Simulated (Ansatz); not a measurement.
Ideal-gas functions of C₂H₂Cl₂F₂ (`FC(F)C(Cl)Cl`) at 298.15 K and 1 bar, from an Ansatz frequency run at PBE0-D4/def2-TZVP.

Molar mass 134.94 g/mol, point group Cs (symmetry number 1), electronic degeneracy 1, moments of inertia 202.849, 238.794, 426.641 u Å². Harmonic wavenumbers (cm⁻¹, unscaled): 77, 180, 249, 342, 400, 401, 581, 809, 836, 1081, 1141, 1146, 1228, 1256, 1366, 1410, 3104, 3148.

Use S(trans) = R[1.5 ln M + 2.5 ln T − 1.1517]; rotational temperatures θ = 24.2544 K / I; S(rot) = R[ln(√π/σ · √(T³/θAθBθC)) + 1.5]; for each mode x = 1.438777 ν̃/T, S = R[x/(eˣ − 1) − ln(1 − e⁻ˣ)] and H = RT x/(eˣ − 1); 1 cm⁻¹ = 0.0119627 kJ/mol; R = 8.31446 J/(mol·K).

**Question.** By hand: the entropy, in J/(mol·K).

**Answer.** Translation 170.0. Rotation: θ = 0.1196, 0.1016, 0.0568 K, giving 118.5. Vibration, mode by mode: 16.59, 9.74, 7.27, 5.03, 4.03, 4.01, 2.02, 0.84, 0.75, 0.28, 0.22, 0.22, 0.15, 0.14, 0.09, 0.07, 0.00, 0.00, in all 51.5. Electronic 0.0. Sum 340.0 J/(mol·K).

**Question.** By hand: H − E and G − E in kJ/mol, counted from the electronic energy.

**Answer.** Zero-point energy ½ × 18755 × 0.0119627 = 112.2; thermal vibration 8.6; translation, rotation and pV give 4 RT = 9.9. H − E = 130.7 kJ/mol, and G − E = 130.7 − 298.15 × 340.0/1000 = 29.3 kJ/mol.

Vibration gives 15 % of the entropy, 16.6 J/(mol·K) of it from the mode under 150 cm⁻¹: soft modes count most, and the harmonic formula is weakest for them. The sum counts one conformer and one mirror image; others add a mixing term.
